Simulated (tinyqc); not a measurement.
Worked calculation (part 1 of 3): UHF in the sto-3g basis, for HF, spin multiplicity 1. This run ends on a higher stationary point, not on the lowest solution. Computed by tinyqc, a small Python program that keeps every step (integrals from PySCF). Settings: charge = 0, multiplicity = 1, basis = sto-3g, energy threshold = 1e-09, iteration cap = 54, orthogonalisation = canonical, start = Wolfsberg-Helmholz matrix, DIIS depth = 3, method = UHF, break = 0.4. Command: `OMP_NUM_THREADS=1 python tinyqc.py 22325 22326 out.jsonl` (the two numbers bound the seeds that draw the settings). One thread of a shared host (Intel(R) Xeon(R) Processor @ 2.60GHz), about 0.2 s of CPU time with the checks. Later iterations appear only in the table of the cycle.

## One-electron integrals

Geometry (angstrom):
```
atom         x         y         z
F     0.000000  0.000000  0.000000
H     0.000000  0.000000  1.665000
```

Basis sto-3g: exponents (1/bohr^2) and contraction coefficients of normalised primitives:
```
element  l (shell)    exponent  coefficient
F            s (1)  166.679130     0.154329
F            s (1)   30.360812     0.535328
F            s (1)    8.216821     0.444635
F            s (2)    6.464803    -0.099967
F            s (2)    1.502281     0.399513
F            s (2)    0.488588     0.700115
F            p (3)    6.464803     0.155916
F            p (3)    1.502281     0.607684
F            p (3)    0.488588     0.391957
H            s (1)    3.425251     0.154329
H            s (1)    0.623914     0.535328
H            s (1)    0.168855     0.444635
```

Overlap, kinetic and nuclear-attraction integrals over the contracted functions; the nuclear repulsion is the sum of Za Zb / Rab.

nuclear repulsion = 2.86041736 hartree

overlap S, order 1F 1s, 1F 2s, 1F 2px, 1F 2py, 1F 2pz, 2H 1s:
$$\begin{pmatrix}
1.000000 & 0.237990 & 0.000000 & 0.000000 & 0.000000 & 0.008897 \\
0.237990 & 1.000000 & 0.000000 & 0.000000 & 0.000000 & 0.118089 \\
0.000000 & 0.000000 & 1.000000 & 0.000000 & 0.000000 & 0.000000 \\
0.000000 & 0.000000 & 0.000000 & 1.000000 & 0.000000 & 0.000000 \\
0.000000 & 0.000000 & 0.000000 & 0.000000 & 1.000000 & 0.113455 \\
0.008897 & 0.118089 & 0.000000 & 0.000000 & 0.113455 & 1.000000
\end{pmatrix}$$

kinetic energy T (hartree), order 1F 1s, 1F 2s, 1F 2px, 1F 2py, 1F 2pz, 2H 1s:
$$\begin{pmatrix}
36.984577 & -0.212858 & 0.000000 & 0.000000 & 0.000000 & -0.002394 \\
-0.212858 & 1.037995 & 0.000000 & 0.000000 & 0.000000 & -0.019137 \\
0.000000 & 0.000000 & 3.248015 & 0.000000 & 0.000000 & 0.000000 \\
0.000000 & 0.000000 & 0.000000 & 3.248015 & 0.000000 & 0.000000 \\
0.000000 & 0.000000 & 0.000000 & 0.000000 & 3.248015 & 0.000668 \\
-0.002394 & -0.019137 & 0.000000 & 0.000000 & 0.000668 & 0.760032
\end{pmatrix}$$

nuclear attraction V (hartree), order 1F 1s, 1F 2s, 1F 2px, 1F 2py, 1F 2pz, 2H 1s:
$$\begin{pmatrix}
-77.327404 & -9.252448 & 0.000000 & 0.000000 & -0.004567 & -0.354524 \\
-9.252448 & -11.859018 & 0.000000 & 0.000000 & -0.057142 & -0.922076 \\
0.000000 & 0.000000 & -11.759203 & 0.000000 & 0.000000 & 0.000000 \\
0.000000 & 0.000000 & 0.000000 & -11.759203 & 0.000000 & 0.000000 \\
-0.004567 & -0.057142 & 0.000000 & 0.000000 & -11.781468 & -0.727180 \\
-0.354524 & -0.922076 & 0.000000 & 0.000000 & -0.727180 & -4.081462
\end{pmatrix}$$

core Hamiltonian H = T + V (hartree), order 1F 1s, 1F 2s, 1F 2px, 1F 2py, 1F 2pz, 2H 1s:
$$\begin{pmatrix}
-40.342827 & -9.465305 & 0.000000 & 0.000000 & -0.004567 & -0.356919 \\
-9.465305 & -10.821023 & 0.000000 & 0.000000 & -0.057142 & -0.941213 \\
0.000000 & 0.000000 & -8.511189 & 0.000000 & 0.000000 & 0.000000 \\
0.000000 & 0.000000 & 0.000000 & -8.511189 & 0.000000 & 0.000000 \\
-0.004567 & -0.057142 & 0.000000 & 0.000000 & -8.533453 & -0.726512 \\
-0.356919 & -0.941213 & 0.000000 & 0.000000 & -0.726512 & -3.321430
\end{pmatrix}$$

## Two-electron integrals

Functions are numbered as in S; the eight-fold symmetry (ij|kl) = (ji|kl) = (kl|ij) leaves the list below.

Two-electron integrals (ij|kl) in chemists' order, unique and non-zero (hartree):
```
(11|11) 5.403501   (21|11) 0.841920   (21|21) 0.156299   (22|11) 1.268028
(22|21) 0.292344   (22|22) 0.926167   (31|31) 0.027998   (32|31) 0.043169
(32|32) 0.204588   (33|11) 1.264502   (33|21) 0.292403   (33|22) 0.925959
(33|33) 0.997514   (41|41) 0.027998   (42|41) 0.043169   (42|42) 0.204588
(43|43) 0.053770   (44|11) 1.264502   (44|21) 0.292403   (44|22) 0.925959
(44|33) 0.889973   (44|44) 0.997514   (51|51) 0.027998   (52|51) 0.043169
(52|52) 0.204588   (53|53) 0.053770   (54|54) 0.053770   (55|11) 1.264502
(55|21) 0.292403   (55|22) 0.925959   (55|33) 0.889973   (55|44) 0.889973
(55|55) 0.997514   (61|11) 0.031869   (61|21) 0.005869   (61|22) 0.010921
(61|33) 0.010909   (61|44) 0.010909   (61|51) 0.000219   (61|52) 0.000414
(61|55) 0.010946   (61|61) 0.000222   (62|11) 0.095567   (62|21) 0.022393
(62|22) 0.081219   (62|33) 0.080084   (62|44) 0.080084   (62|51) 0.001473
(62|52) 0.012526   (62|55) 0.083407   (62|61) 0.000852   (62|62) 0.009530
(63|31) 0.002161   (63|32) 0.013571   (63|53) 0.002548   (63|63) 0.001332
(64|41) 0.002161   (64|42) 0.013571   (64|54) 0.002548   (64|64) 0.001332
(65|11) 0.072677   (65|21) 0.017229   (65|22) 0.067092   (65|33) 0.064549
(65|44) 0.064549   (65|51) 0.003054   (65|52) 0.022519   (65|55) 0.072103
(65|61) 0.000675   (65|62) 0.009713   (65|65) 0.011151   (66|11) 0.317183
(66|21) 0.075473   (66|22) 0.316210   (66|33) 0.309501   (66|44) 0.309501
(66|51) 0.004483   (66|52) 0.055127   (66|55) 0.329541   (66|61) 0.002870
(66|62) 0.052257   (66|65) 0.063174   (66|66) 0.774606
```

## Orthogonalisation

S = U s U^T; canonical form X = U s^(-1/2), so that X^T S X = 1. Each column of U has its largest component positive (the first on a tie).

eigenvalues of S: [0.732675, 0.896442, 1.000000, 1.000000, 1.095702, 1.275182]

X, order 1F 1s, 1F 2s, 1F 2px, 1F 2py, 1F 2pz, 2H 1s:
$$\begin{pmatrix}
-0.710671 & 0.387841 & 0.000000 & 0.000000 & -0.344668 & 0.534973 \\
0.813579 & -0.144274 & 0.000000 & 0.000000 & -0.159728 & 0.606083 \\
0.000000 & 0.000000 & 0.996471 & -0.083934 & 0.000000 & 0.000000 \\
0.000000 & 0.000000 & 0.083934 & 0.996471 & 0.000000 & 0.000000 \\
0.173796 & 0.717717 & 0.000000 & 0.000000 & 0.670018 & 0.137785 \\
-0.409503 & -0.655109 & 0.000000 & 0.000000 & 0.565176 & 0.334193
\end{pmatrix}$$

Within a degenerate level the vectors are fixed only up to a rotation; this is one choice.

## Starting guess

The start is the generalised Wolfsberg-Helmholz matrix (K = 1.75) built on H, with HOMO and LUMO mixed by +/-0.4 rad for the two spins; D(s) = C_occ C_occ^T for each spin.

D(alpha) at the start, order 1F 1s, 1F 2s, 1F 2px, 1F 2py, 1F 2pz, 2H 1s:
$$\begin{pmatrix}
1.040615 & -0.177187 & 0.000000 & 0.000000 & -0.003802 & -0.107213 \\
-0.177187 & 0.771719 & 0.000000 & 0.000000 & 0.019924 & 0.374972 \\
0.000000 & 0.000000 & 1.000000 & 0.000000 & 0.000000 & 0.000000 \\
0.000000 & 0.000000 & 0.000000 & 1.000000 & 0.000000 & 0.000000 \\
-0.003802 & 0.019924 & 0.000000 & 0.000000 & 1.013129 & -0.125845 \\
-0.107213 & 0.374972 & 0.000000 & 0.000000 & -0.125845 & 0.200777
\end{pmatrix}$$

D(beta) at the start, order 1F 1s, 1F 2s, 1F 2px, 1F 2py, 1F 2pz, 2H 1s:
$$\begin{pmatrix}
1.057036 & -0.244116 & 0.000000 & 0.000000 & -0.019440 & 0.076675 \\
-0.244116 & 1.041974 & 0.000000 & 0.000000 & 0.067750 & -0.300843 \\
0.000000 & 0.000000 & 1.000000 & 0.000000 & 0.000000 & 0.000000 \\
0.000000 & 0.000000 & 0.000000 & 1.000000 & 0.000000 & 0.000000 \\
-0.019440 & 0.067750 & 0.000000 & 0.000000 & 0.928331 & 0.160701 \\
0.076675 & -0.300843 & 0.000000 & 0.000000 & 0.160701 & 0.122078
\end{pmatrix}$$

## Iteration 1: building the Fock matrix

J_ij = sum D_kl (ij|kl) with D = D(alpha) + D(beta), K_ij = sum D_kl (ik|jl) for each spin; F = H + J - K(s); E = tr D H + tr D J / 2 - 0.5 sum_s tr D(s) K(s) + E_nn.

Coulomb J (hartree), order 1F 1s, 1F 2s, 1F 2px, 1F 2py, 1F 2pz, 2H 1s:
$$\begin{pmatrix}
20.557749 & 3.930408 & 0.000000 & 0.000000 & 0.008133 & 0.147745 \\
3.930408 & 9.713022 & 0.000000 & 0.000000 & 0.055067 & 0.832206 \\
0.000000 & 0.000000 & 9.703959 & 0.000000 & 0.000000 & 0.000000 \\
0.000000 & 0.000000 & 0.000000 & 9.703959 & 0.000000 & 0.000000 \\
0.008133 & 0.055067 & 0.000000 & 0.000000 & 9.705151 & 0.684176 \\
0.147745 & 0.832206 & 0.000000 & 0.000000 & 0.684176 & 3.324568
\end{pmatrix}$$

exchange K(alpha) (hartree), order 1F 1s, 1F 2s, 1F 2px, 1F 2py, 1F 2pz, 2H 1s:
$$\begin{pmatrix}
5.527147 & 0.980973 & 0.000000 & 0.000000 & -0.001054 & 0.034500 \\
0.980973 & 1.445107 & 0.000000 & 0.000000 & 0.037718 & 0.230653 \\
0.000000 & 0.000000 & 1.286822 & 0.000000 & 0.000000 & 0.000000 \\
0.000000 & 0.000000 & 0.000000 & 1.286822 & 0.000000 & 0.000000 \\
-0.001054 & 0.037718 & 0.000000 & 0.000000 & 1.290197 & 0.083332 \\
0.034500 & 0.230653 & 0.000000 & 0.000000 & 0.083332 & 0.199824
\end{pmatrix}$$

exchange K(beta) (hartree), order 1F 1s, 1F 2s, 1F 2px, 1F 2py, 1F 2pz, 2H 1s:
$$\begin{pmatrix}
5.546940 & 0.971428 & 0.000000 & 0.000000 & 0.000222 & 0.041820 \\
0.971428 & 1.546379 & 0.000000 & 0.000000 & 0.065760 & 0.060453 \\
0.000000 & 0.000000 & 1.316041 & 0.000000 & 0.000000 & 0.000000 \\
0.000000 & 0.000000 & 0.000000 & 1.316041 & 0.000000 & 0.000000 \\
0.000222 & 0.065760 & 0.000000 & 0.000000 & 1.266710 & 0.135108 \\
0.041820 & 0.060453 & 0.000000 & 0.000000 & 0.135108 & 0.107919
\end{pmatrix}$$

F(alpha) (hartree), order 1F 1s, 1F 2s, 1F 2px, 1F 2py, 1F 2pz, 2H 1s:
$$\begin{pmatrix}
-25.312225 & -6.515870 & 0.000000 & 0.000000 & 0.004621 & -0.243674 \\
-6.515870 & -2.553108 & 0.000000 & 0.000000 & -0.039793 & -0.339659 \\
0.000000 & 0.000000 & -0.094051 & 0.000000 & 0.000000 & 0.000000 \\
0.000000 & 0.000000 & 0.000000 & -0.094051 & 0.000000 & 0.000000 \\
0.004621 & -0.039793 & 0.000000 & 0.000000 & -0.118499 & -0.125668 \\
-0.243674 & -0.339659 & 0.000000 & 0.000000 & -0.125668 & -0.196686
\end{pmatrix}$$

F(beta) (hartree), order 1F 1s, 1F 2s, 1F 2px, 1F 2py, 1F 2pz, 2H 1s:
$$\begin{pmatrix}
-25.332018 & -6.506325 & 0.000000 & 0.000000 & 0.003344 & -0.250994 \\
-6.506325 & -2.654380 & 0.000000 & 0.000000 & -0.067836 & -0.169460 \\
0.000000 & 0.000000 & -0.123270 & 0.000000 & 0.000000 & 0.000000 \\
0.000000 & 0.000000 & 0.000000 & -0.123270 & 0.000000 & 0.000000 \\
0.003344 & -0.067836 & 0.000000 & 0.000000 & -0.095012 & -0.177444 \\
-0.250994 & -0.169460 & 0.000000 & 0.000000 & -0.177444 & -0.104781
\end{pmatrix}$$

total energy of this density = -97.82777712 hartree

## Iteration 1: diagonalisation and new density

Diagonalise F' = X^T F X, C = X C', fill 5 alpha and 5 beta electrons from the bottom; D(s) = C_occ C_occ^T. Each column has its largest component positive (the first on a tie).

F' = X^T F X (alpha) (hartree):
$$\begin{pmatrix}
-6.885743 & 4.597955 & 0.000000 & 0.000000 & -4.864956 & 8.453489 \\
4.597955 & -3.088268 & 0.000000 & 0.000000 & 3.316657 & -5.854270 \\
0.000000 & 0.000000 & -0.094051 & 0.000000 & 0.000000 & 0.000000 \\
0.000000 & 0.000000 & 0.000000 & -0.094051 & 0.000000 & 0.000000 \\
-4.864956 & 3.316657 & 0.000000 & 0.000000 & -3.838121 & 6.588676 \\
8.453489 & -5.854270 & 0.000000 & 0.000000 & 6.588676 & -12.673976
\end{pmatrix}$$

orbital energies (alpha) (hartree): MO1 -25.322800, MO2 -0.967622, MO3 -0.197015, MO4 -0.094051, MO5 -0.094051, MO6 0.001330

coefficients C (alpha), order 1F 1s, 1F 2s, 1F 2px, 1F 2py, 1F 2pz, 2H 1s:
$$\begin{pmatrix}
0.994667 & -0.254641 & 0.064422 & 0.000000 & 0.000000 & 0.045940 \\
0.021555 & 0.978449 & -0.273212 & 0.000000 & 0.000000 & -0.207613 \\
0.000000 & 0.000000 & 0.000000 & 0.549029 & 0.835804 & 0.000000 \\
0.000000 & 0.000000 & 0.000000 & 0.835804 & -0.549029 & 0.000000 \\
0.000020 & 0.051159 & 0.687844 & 0.000000 & 0.000000 & -0.733134 \\
-0.001548 & 0.209475 & 0.630852 & 0.000000 & 0.000000 & 0.765580
\end{pmatrix}$$

F' = X^T F X (beta) (hartree):
$$\begin{pmatrix}
-7.075603 & 4.569975 & 0.000000 & 0.000000 & -4.790176 & 8.400304 \\
4.569975 & -2.953203 & 0.000000 & 0.000000 & 3.302427 & -5.959925 \\
0.000000 & 0.000000 & -0.123270 & 0.000000 & 0.000000 & 0.000000 \\
0.000000 & 0.000000 & 0.000000 & -0.123270 & 0.000000 & 0.000000 \\
-4.790176 & 3.302427 & 0.000000 & 0.000000 & -3.862604 & 6.639900 \\
8.400304 & -5.959925 & 0.000000 & 0.000000 & 6.639900 & -12.643251
\end{pmatrix}$$

orbital energies (beta) (hartree): MO1 -25.342016, MO2 -1.047330, MO3 -0.235384, MO4 -0.123270, MO5 -0.123270, MO6 0.090069

coefficients C (beta), order 1F 1s, 1F 2s, 1F 2px, 1F 2py, 1F 2pz, 2H 1s:
$$\begin{pmatrix}
0.994808 & -0.264795 & 0.026582 & 0.000000 & 0.000000 & 0.000932 \\
0.021004 & 1.028268 & -0.129247 & 0.000000 & 0.000000 & -0.033082 \\
0.000000 & 0.000000 & 0.000000 & 0.579864 & 0.814713 & 0.000000 \\
0.000000 & 0.000000 & 0.000000 & 0.814713 & -0.579864 & 0.000000 \\
0.000069 & 0.073351 & 0.665124 & 0.000000 & 0.000000 & -0.751972 \\
-0.001350 & -0.013389 & 0.678135 & 0.000000 & 0.000000 & 0.753605
\end{pmatrix}$$

D(alpha) after iteration 1, order 1F 1s, 1F 2s, 1F 2px, 1F 2py, 1F 2pz, 2H 1s:
$$\begin{pmatrix}
1.058355 & -0.245314 & 0.000000 & 0.000000 & 0.031305 & -0.014240 \\
-0.245314 & 1.032472 & 0.000000 & 0.000000 & -0.137870 & 0.032571 \\
0.000000 & 0.000000 & 1.000000 & 0.000000 & 0.000000 & 0.000000 \\
0.000000 & 0.000000 & 0.000000 & 1.000000 & 0.000000 & 0.000000 \\
0.031305 & -0.137870 & 0.000000 & 0.000000 & 0.475747 & 0.444644 \\
-0.014240 & 0.032571 & 0.000000 & 0.000000 & 0.444644 & 0.441856
\end{pmatrix}$$

D(beta) after iteration 1, order 1F 1s, 1F 2s, 1F 2px, 1F 2py, 1F 2pz, 2H 1s:
$$\begin{pmatrix}
1.060465 & -0.254821 & 0.000000 & 0.000000 & -0.001674 & 0.020228 \\
-0.254821 & 1.074481 & 0.000000 & 0.000000 & -0.010539 & -0.101443 \\
0.000000 & 0.000000 & 1.000000 & 0.000000 & 0.000000 & 0.000000 \\
0.000000 & 0.000000 & 0.000000 & 1.000000 & 0.000000 & 0.000000 \\
-0.001674 & -0.010539 & 0.000000 & 0.000000 & 0.447770 & 0.450062 \\
0.020228 & -0.101443 & 0.000000 & 0.000000 & 0.450062 & 0.460048
\end{pmatrix}$$

Within a degenerate level the vectors are fixed only up to a rotation; this is one choice.

## Iteration 2: building the Fock matrix

As before.

Coulomb J (hartree), order 1F 1s, 1F 2s, 1F 2px, 1F 2py, 1F 2pz, 2H 1s:
$$\begin{pmatrix}
19.907714 & 3.779028 & 0.000000 & 0.000000 & -0.001846 & 0.141977 \\
3.779028 & 9.298857 & 0.000000 & 0.000000 & 0.030128 & 0.808154 \\
0.000000 & 0.000000 & 9.318347 & 0.000000 & 0.000000 & 0.000000 \\
0.000000 & 0.000000 & 0.000000 & 9.318347 & 0.000000 & 0.000000 \\
-0.001846 & 0.030128 & 0.000000 & 0.000000 & 9.233715 & 0.671997 \\
0.141977 & 0.808154 & 0.000000 & 0.000000 & 0.671997 & 3.593548
\end{pmatrix}$$

exchange K(alpha) (hartree), order 1F 1s, 1F 2s, 1F 2px, 1F 2py, 1F 2pz, 2H 1s:
$$\begin{pmatrix}
5.536212 & 0.951211 & 0.000000 & 0.000000 & 0.000257 & 0.038972 \\
0.951211 & 1.504740 & 0.000000 & 0.000000 & -0.091646 & 0.170771 \\
0.000000 & 0.000000 & 1.300224 & 0.000000 & 0.000000 & 0.000000 \\
0.000000 & 0.000000 & 0.000000 & 1.300224 & 0.000000 & 0.000000 \\
0.000257 & -0.091646 & 0.000000 & 0.000000 & 0.872215 & 0.219373 \\
0.038972 & 0.170771 & 0.000000 & 0.000000 & 0.219373 & 0.416757
\end{pmatrix}$$

exchange K(beta) (hartree), order 1F 1s, 1F 2s, 1F 2px, 1F 2py, 1F 2pz, 2H 1s:
$$\begin{pmatrix}
5.538016 & 0.949577 & 0.000000 & 0.000000 & 0.000596 & 0.039700 \\
0.949577 & 1.512779 & 0.000000 & 0.000000 & 0.031967 & 0.143083 \\
0.000000 & 0.000000 & 1.303116 & 0.000000 & 0.000000 & 0.000000 \\
0.000000 & 0.000000 & 0.000000 & 1.303116 & 0.000000 & 0.000000 \\
0.000596 & 0.031967 & 0.000000 & 0.000000 & 0.847299 & 0.225374 \\
0.039700 & 0.143083 & 0.000000 & 0.000000 & 0.225374 & 0.420226
\end{pmatrix}$$

F(alpha) (hartree), order 1F 1s, 1F 2s, 1F 2px, 1F 2py, 1F 2pz, 2H 1s:
$$\begin{pmatrix}
-25.971325 & -6.637488 & 0.000000 & 0.000000 & -0.006670 & -0.253914 \\
-6.637488 & -3.026906 & 0.000000 & 0.000000 & 0.064632 & -0.303830 \\
0.000000 & 0.000000 & -0.493066 & 0.000000 & 0.000000 & 0.000000 \\
0.000000 & 0.000000 & 0.000000 & -0.493066 & 0.000000 & 0.000000 \\
-0.006670 & 0.064632 & 0.000000 & 0.000000 & -0.171953 & -0.273888 \\
-0.253914 & -0.303830 & 0.000000 & 0.000000 & -0.273888 & -0.144640
\end{pmatrix}$$

F(beta) (hartree), order 1F 1s, 1F 2s, 1F 2px, 1F 2py, 1F 2pz, 2H 1s:
$$\begin{pmatrix}
-25.973129 & -6.635854 & 0.000000 & 0.000000 & -0.007009 & -0.254641 \\
-6.635854 & -3.034945 & 0.000000 & 0.000000 & -0.058981 & -0.276142 \\
0.000000 & 0.000000 & -0.495958 & 0.000000 & 0.000000 & 0.000000 \\
0.000000 & 0.000000 & 0.000000 & -0.495958 & 0.000000 & 0.000000 \\
-0.007009 & -0.058981 & 0.000000 & 0.000000 & -0.147037 & -0.279889 \\
-0.254641 & -0.276142 & 0.000000 & 0.000000 & -0.279889 & -0.148109
\end{pmatrix}$$

total energy of this density = -98.34215544 hartree

## Iteration 2: DIIS over 2 matrices

error matrix X^T (FDS - SDF) X (alpha):
$$\begin{pmatrix}
0.000000 & 0.048513 & 0.000000 & 0.000000 & -0.006044 & -0.024729 \\
-0.048513 & 0.000000 & 0.000000 & 0.000000 & -0.015931 & -0.039107 \\
0.000000 & 0.000000 & 0.000000 & 0.000000 & 0.000000 & 0.000000 \\
0.000000 & 0.000000 & 0.000000 & 0.000000 & 0.000000 & 0.000000 \\
0.006044 & 0.015931 & 0.000000 & 0.000000 & 0.000000 & -0.003249 \\
0.024729 & 0.039107 & 0.000000 & 0.000000 & 0.003249 & 0.000000
\end{pmatrix}$$

B (overlaps of the stored error matrices):
$$\begin{pmatrix}
3.4745335e-01 & 5.6110946e-02 \\
5.6110946e-02 & 2.3856113e-02
\end{pmatrix}$$

Minimise |sum c_i e_i|^2 with sum c_i = 1: solve [B -1; -1 0][c; lambda] = [0; -1] with B_ij = tr e_i^T e_j summed over both spins, and take F = sum c_i F_i.

DIIS coefficients: [-0.124494, 1.124494]

extrapolated F(alpha) (hartree), order 1F 1s, 1F 2s, 1F 2px, 1F 2py, 1F 2pz, 2H 1s:
$$\begin{pmatrix}
-26.053379 & -6.652629 & 0.000000 & 0.000000 & -0.008076 & -0.255188 \\
-6.652629 & -3.085891 & 0.000000 & 0.000000 & 0.077632 & -0.299369 \\
0.000000 & 0.000000 & -0.542741 & 0.000000 & 0.000000 & 0.000000 \\
0.000000 & 0.000000 & 0.000000 & -0.542741 & 0.000000 & 0.000000 \\
-0.008076 & 0.077632 & 0.000000 & 0.000000 & -0.178607 & -0.292341 \\
-0.255188 & -0.299369 & 0.000000 & 0.000000 & -0.292341 & -0.138160
\end{pmatrix}$$

extrapolated F(beta) (hartree), order 1F 1s, 1F 2s, 1F 2px, 1F 2py, 1F 2pz, 2H 1s:
$$\begin{pmatrix}
-26.052944 & -6.651980 & 0.000000 & 0.000000 & -0.008298 & -0.255095 \\
-6.651980 & -3.082323 & 0.000000 & 0.000000 & -0.057878 & -0.289423 \\
0.000000 & 0.000000 & -0.542355 & 0.000000 & 0.000000 & 0.000000 \\
0.000000 & 0.000000 & 0.000000 & -0.542355 & 0.000000 & 0.000000 \\
-0.008298 & -0.057878 & 0.000000 & 0.000000 & -0.153514 & -0.292643 \\
-0.255095 & -0.289423 & 0.000000 & 0.000000 & -0.292643 & -0.153503
\end{pmatrix}$$
